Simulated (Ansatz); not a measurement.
Basis-set extrapolation for C$_{4}$H$_{5}$NO, SMILES `Cc1ccon1` (PBE0-D4/def2-TZVP geometry, frozen core, Ansatz 0.2.0). Multiplicity 1, RHF reference.

|  | def2-TZVPP | def2-QZVPP |
| --- | --- | --- |
| HF | -283.742002 | -283.754440 |
| MP2 correlation | -1.077748 | -1.150764 |
| CCSD(T) correlation | -1.150250 | not run |

Energies in hartree. Use E(X) = E(∞) + A·exp(−7.88·√X) for Hartree–Fock and E(X) = E(∞) + B·X^(−2.97) for correlation, with X = 3 and 4, and add CCSD(T) minus MP2 of the smaller set to the MP2 limit.

**Question.** What is the CCSD(T) energy at the basis-set limit?

**Answer.** HF limit: -283.754440 + (-0.012438) × 0.13774 = -283.75615. MP2 limit: -1.150764 + (-0.073016) × 0.74074 = -1.20485. Higher-order term: -1.150250 − (-1.077748) = -0.07250. Total: -285.03350 hartree, 370.8 kJ/mol below CCSD(T)/def2-TZVPP.
